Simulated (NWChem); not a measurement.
System: formic acid (CH2O2); SMILES C(=O)O

Excerpt of the output:

```
             Northwest Computational Chemistry Package (NWChem) 7.3.0
             --------------------------------------------------------

                             Geometry "geometry" -> ""
                             -------------------------

 Output coordinates in angstroms (scale by  1.889725989 to convert to a.u.)

  No.       Tag          Charge          X              Y              Z
 ---- ---------------- ---------- -------------- -------------- --------------
    1 O                    8.0000     0.12102000    -1.12835900     0.00000000
    2 C                    6.0000    -0.40050900     0.11375100     0.00000000
    3 O                    8.0000     0.23845700     1.13516300     0.00000000
    4 H                    1.0000     1.09309900    -1.02421400     0.00000000
    5 H                    1.0000    -1.49820900     0.04685800     0.00000000

 Effective nuclear repulsion energy (a.u.)      69.9810702463

                                 NWChem DFT Module
                                 -----------------

 Summary of "ao basis" -> "ao basis" (spherical)
 ------------------------------------------------------------------------------
       Tag                 Description            Shells   Functions and Types
 ---------------- ------------------------------  ------  ---------------------
 O                         def2-tzvp                11       31   5s3p2d1f
 C                         def2-tzvp                11       31   5s3p2d1f
 H                         def2-tzvp                 4        6   3s1p

            General Information
            -------------------
          SCF calculation type: DFT
          Wavefunction type:  closed shell.
          No. of atoms     :     5
          No. of electrons :    24
           Alpha electrons :    12
            Beta electrons :    12
          Charge           :     0
          Spin multiplicity:     1
          Use of symmetry is: off; symmetry adaption is: off
          Maximum number of iterations: 150
          AO basis - number of functions:   105
                     number of shells:    41
          Convergence on energy requested:  1.00D-06
          Convergence on density requested:  1.00D-05
          Convergence on gradient requested:  5.00D-04

              XC Information
              --------------
                        BHLYP Method XC Functional
                     Hartree-Fock (Exact) Exchange  0.500
                        Slater Exchange Functional  0.500 local
                    Becke 1988 Exchange Functional  0.500 non-local
              Lee-Yang-Parr Correlation Functional  1.000

             Grid Information
             ----------------
          Grid used for XC integration:  medium
          Radial quadrature: Mura-Knowles
          Angular quadrature: Lebedev.
          Tag              B.-S. Rad. Rad. Pts. Rad. Cut. Ang. Pts.
          ---              ---------- --------- --------- ---------
          O                   0.60       49           8.0       434
          C                   0.70       49           8.0       434
          H                   0.35       45           9.0       434
          Grid pruning is: on
          Number of quadrature shells:   237
          Spatial weights used:  Erf1

      Superposition of Atomic Density Guess
      -------------------------------------

 Sum of atomic energies:        -188.23956110

      Non-variational initial energy
      ------------------------------

 Total energy =    -189.362137
 1-e energy   =    -396.091873
 2-e energy   =     136.748666
 HOMO         =      -0.404119
 LUMO         =       0.021807

   convergence    iter        energy       DeltaE   RMS-Dens  Diis-err
 ---------------- ----- ----------------- --------- --------- ---------
 d= 0,ls=0.0,diis     1   -189.6388309210 -2.60D+02  7.83D-03  9.83D-01
 d= 0,ls=0.0,diis     2   -189.5884443703  5.04D-02  4.56D-03  1.77D+00
 d= 0,ls=0.0,diis     3   -189.7412560266 -1.53D-01  8.91D-04  3.23D-02
 d= 0,ls=0.0,diis     4   -189.7431457478 -1.89D-03  3.73D-04  1.24D-02
 d= 0,ls=0.0,diis     5   -189.7441870287 -1.04D-03  7.92D-05  2.18D-04
  Resetting Diis
 d= 0,ls=0.0,diis     6   -189.7442104342 -2.34D-05  2.76D-05  1.72D-05
 d= 0,ls=0.0,diis     7   -189.7442131921 -2.76D-06  1.38D-05  1.97D-06
 d= 0,ls=0.0,diis     8   -189.7442133787 -1.87D-07  5.25D-06  1.61D-06

         Total DFT energy =     -189.744213378684
      One electron energy =     -397.938095883152
           Coulomb energy =      161.460526312120
    Exchange-Corr. energy =      -23.247714053970
 Nuclear repulsion energy =       69.981070246318

 Numeric. integr. density =       24.000000991295

                       DFT Final Molecular Orbital Analysis
                       ------------------------------------

 Vector   10  Occ=2.000000D+00  E=-4.986861D-01
              MO Center= -1.3D-02, -2.2D-01, -4.7D-13, r^2= 2.1D+00
   Bfn.  Coefficient  Atom+Function         Bfn.  Coefficient  Atom+Function
  ----- ------------  ---------------      ----- ------------  ---------------
    69      0.224409  3 O  py                 7      0.221124  1 O  py
     6      0.213109  1 O  px                10      0.186993  1 O  py
     9      0.175082  1 O  px                72      0.174461  3 O  py
    38     -0.151872  2 C  py                 5     -0.150243  1 O  s
    37     -0.149639  2 C  px                95      0.145050  4 H  s

 Vector   11  Occ=2.000000D+00  E=-4.107761D-01
              MO Center=  1.4D-01,  7.7D-02, -1.5D-09, r^2= 1.8D+00
   Bfn.  Coefficient  Atom+Function         Bfn.  Coefficient  Atom+Function
  ----- ------------  ---------------      ----- ------------  ---------------
     8      0.329167  1 O  pz                70     -0.330715  3 O  pz
    11      0.282329  1 O  pz                73     -0.280705  3 O  pz
    14      0.221698  1 O  pz                76     -0.185213  3 O  pz
    39     -0.109099  2 C  pz                42     -0.095425  2 C  pz
    52     -0.045393  2 C  d -1              45     -0.044892  2 C  pz

 Vector   12  Occ=2.000000D+00  E=-3.767742D-01
              MO Center=  4.0D-02,  7.1D-01, -2.3D-10, r^2= 1.5D+00
   Bfn.  Coefficient  Atom+Function         Bfn.  Coefficient  Atom+Function
  ----- ------------  ---------------      ----- ------------  ---------------
    68      0.368395  3 O  px                71      0.309011  3 O  px
    69     -0.221583  3 O  py                74      0.218832  3 O  px
    72     -0.190385  3 O  py                 7     -0.177561  1 O  py
    10     -0.161265  1 O  py               101      0.139500  5 H  s
    75     -0.137015  3 O  py               102      0.129004  5 H  s

 Vector   13  Occ=0.000000D+00  E= 3.703816D-02
              MO Center= -3.2D-01,  2.4D-01,  2.4D-09, r^2= 1.9D+00
   Bfn.  Coefficient  Atom+Function         Bfn.  Coefficient  Atom+Function
  ----- ------------  ---------------      ----- ------------  ---------------
    45      0.636698  2 C  pz                76     -0.440588  3 O  pz
    42      0.390643  2 C  pz                39      0.356390  2 C  pz
    14     -0.296088  1 O  pz                70     -0.278508  3 O  pz
    73     -0.214827  3 O  pz                 8     -0.179996  1 O  pz
    11     -0.142743  1 O  pz                54      0.046794  2 C  d  1

[...]

                                NWChem TDDFT Module
                                -------------------

            General Information
            -------------------
           No. of orbitals :     210
            Alpha orbitals :     105
             Beta orbitals :     105
        Alpha frozen cores :       0
         Beta frozen cores :       0
     Alpha frozen virtuals :       0
      Beta frozen virtuals :       0
         Spin multiplicity :       1
    Number of AO functions :     105
        Use of symmetry is : off
      Symmetry adaption is : off
         Schwarz screening :  0.10D-07

              XC Information
              --------------
                 BHLYP Method XC Functional
              Hartree-Fock (Exact) Exchange   0.50
                 Slater Exchange Functional   0.50 local
             Becke 1988 Exchange Functional   0.50 non-local
       Lee-Yang-Parr Correlation Functional   1.00

             TDDFT Information
             -----------------
          Calculation type : Tamm-Dancoff TDDFT
         Wavefunction type : Restricted singlets
          No. of electrons :      24
           Alpha electrons :      12
            Beta electrons :      12
              No. of roots :       6
          Max subspacesize :    5200
            Max iterations :     100
               Target root :       1
           Target symmetry : none
             Energy Cutoff :-0.90D+01
      Symmetry restriction : off
                 Algorithm : Optimal
        Davidson threshold :  0.10D-03

    6 smallest eigenvalue differences (eV)
--------------------------------------------------------
  No. Spin  Occ  Vir  Irrep   E(Occ)    E(Vir)   E(Diff)
--------------------------------------------------------
    1    1    3   13 a       -10.740     0.037   293.266
    2    1    3   14 a       -10.740     0.062   293.948
    3    1    3   15 a       -10.740     0.108   295.193
    4    1    3   16 a       -10.740     0.161   296.647
    5    1    3   17 a       -10.740     0.193   297.498
    6    1    3   18 a       -10.740     0.237   298.718
--------------------------------------------------------

  Entering Davidson iterations
  Restricted singlet excited states

  Iter   NTrls   NConv    DeltaV     DeltaE      Time
  ----  ------  ------  ---------  ---------  ---------
    1      6       0     0.13E+00   0.10+100        8.7
    2     12       0     0.54E-01   0.19E-01       11.1
    3     18       0     0.17E-01   0.98E-02        9.2
    4     24       1     0.19E-02   0.18E-03        8.9
    5     29       5     0.16E-03   0.14E-05        8.8
    6     30       6     0.66E-04   0.42E-08        5.9
  ----  ------  ------  ---------  ---------  ---------
  Convergence criterion met

  Ground state a        -189.744213378684 a.u.

  ----------------------------------------------------------------------------
  Root   1 singlet a             10.471411082 a.u.              284.9417 eV
  ----------------------------------------------------------------------------
     Transition Moments    X -0.00000   Y -0.00000   Z -0.11063
     Dipole Oscillator Strength                    0.0854413034
     Electric Quadrupole                           0.0000491319
     Magnetic Dipole                               0.0000749661
     Total Oscillator Strength                     0.0855654014

     Occ.    3  a   ---  Virt.   13  a        0.95460
     Occ.    3  a   ---  Virt.   18  a       -0.27778
     Occ.    3  a   ---  Virt.   26  a        0.06234
     Occ.    3  a   ---  Virt.   39  a       -0.08172
  ----------------------------------------------------------------------------
  Root   2 singlet a             10.666616680 a.u.              290.2535 eV
  ----------------------------------------------------------------------------
     Transition Moments    X -0.05972   Y -0.00986   Z -0.00000
     Dipole Oscillator Strength                    0.0260522909
     Electric Quadrupole                           0.0000178099
     Magnetic Dipole                               0.0000042432
     Total Oscillator Strength                     0.0260743441

     Occ.    3  a   ---  Virt.   14  a       -0.47467
     Occ.    3  a   ---  Virt.   15  a        0.84537
     Occ.    3  a   ---  Virt.   16  a       -0.05142
     Occ.    3  a   ---  Virt.   19  a       -0.07623
     Occ.    3  a   ---  Virt.   21  a        0.08594
     Occ.    3  a   ---  Virt.   23  a       -0.17203
     Occ.    3  a   ---  Virt.   27  a        0.06664
  ----------------------------------------------------------------------------
  Root   3 singlet a             10.681275661 a.u.              290.6524 eV
  ----------------------------------------------------------------------------
     Transition Moments    X -0.03827   Y  0.02499   Z  0.00000
     Dipole Oscillator Strength                    0.0148760219
     Electric Quadrupole                           0.0000127768
     Magnetic Dipole                               0.0000011789
     Total Oscillator Strength                     0.0148899776

     Occ.    3  a   ---  Virt.   14  a        0.83374
     Occ.    3  a   ---  Virt.   15  a        0.46224
     Occ.    3  a   ---  Virt.   16  a        0.07761
     Occ.    3  a   ---  Virt.   17  a        0.19405
     Occ.    3  a   ---  Virt.   19  a       -0.07662
     Occ.    3  a   ---  Virt.   20  a        0.08642
     Occ.    3  a   ---  Virt.   21  a       -0.12817
     Occ.    3  a   ---  Virt.   23  a       -0.11275
  ----------------------------------------------------------------------------
  Root   4 singlet a             10.749864505 a.u.              292.5188 eV
  ----------------------------------------------------------------------------
     Transition Moments    X  0.01930   Y  0.00055   Z -0.00000
     Dipole Oscillator Strength                    0.0026710574
     Electric Quadrupole                           0.0000024994
     Magnetic Dipole                               0.0000002031
     Total Oscillator Strength                     0.0026737599

     Occ.    3  a   ---  Virt.   14  a        0.16406
     Occ.    3  a   ---  Virt.   16  a       -0.91307
     Occ.    3  a   ---  Virt.   17  a       -0.26044
     Occ.    3  a   ---  Virt.   19  a        0.16335
     Occ.    3  a   ---  Virt.   20  a       -0.11574
     Occ.    3  a   ---  Virt.   22  a        0.08991
     Occ.    3  a   ---  Virt.   27  a       -0.12508
  ----------------------------------------------------------------------------
  Root   5 singlet a             10.765742850 a.u.              292.9509 eV
  ----------------------------------------------------------------------------
     Transition Moments    X -0.03373   Y  0.06005   Z -0.00000
     Dipole Oscillator Strength                    0.0340456622
     Electric Quadrupole                           0.0000263980
     Magnetic Dipole                               0.0000152002
     Total Oscillator Strength                     0.0340872605

     Occ.    3  a   ---  Virt.   14  a       -0.19760
     Occ.    3  a   ---  Virt.   15  a       -0.11919
     Occ.    3  a   ---  Virt.   16  a       -0.34339
     Occ.    3  a   ---  Virt.   17  a        0.72154
     Occ.    3  a   ---  Virt.   19  a       -0.28013
     Occ.    3  a   ---  Virt.   20  a        0.34027
     Occ.    3  a   ---  Virt.   21  a       -0.24899
     Occ.    3  a   ---  Virt.   23  a       -0.17321
     Occ.    3  a   ---  Virt.   28  a       -0.09705
     Occ.    3  a   ---  Virt.   29  a       -0.07056
  ----------------------------------------------------------------------------
  Root   6 singlet a             10.798509188 a.u.              293.8425 eV
  ----------------------------------------------------------------------------
     Transition Moments    X -0.00000   Y -0.00000   Z -0.05055
     Dipole Oscillator Strength                    0.0183960874
     Electric Quadrupole                           0.0000093256
     Magnetic Dipole                               0.0000172017
     Total Oscillator Strength                     0.0184226148

     Occ.    3  a   ---  Virt.   13  a       -0.28493
     Occ.    3  a   ---  Virt.   18  a       -0.95484
     Occ.    3  a   ---  Virt.   39  a       -0.06712

              Target root =      1
          Target symmetry = none
      Ground state energy =   -189.744213378684
        Excitation energy =     10.471411082411
     Excited state energy =   -179.272802296273

  stored tddft:energy   -179.27280229627272
```

Level: BHandHLYP/def2-TZVP, restricted-window TDA. Geometry: optimised at B3LYP/6-31G* (spherical d). The quadrupole and magnetic terms of the printed total strengths depend on the origin.

Problem. Reconstruct the input file.

Solution. Several could match; the one computed here: the input that was run:
```
start job
memory heap 200 mb stack 900 mb global 1100 mb
geometry units angstroms noautosym nocenter noautoz
  O      0.121020    -1.128359     0.000000
  C     -0.400509     0.113751     0.000000
  O      0.238457     1.135163     0.000000
  H      1.093099    -1.024214     0.000000
  H     -1.498209     0.046858     0.000000
end
basis spherical
  O library def2-tzvp
  C library def2-tzvp
  H library def2-tzvp
end
dft
  xc bhlyp
  iterations 150
end
tddft
  cis
  ecut -9.0
  nroots 6
  notriplet
end
task tddft energy
```
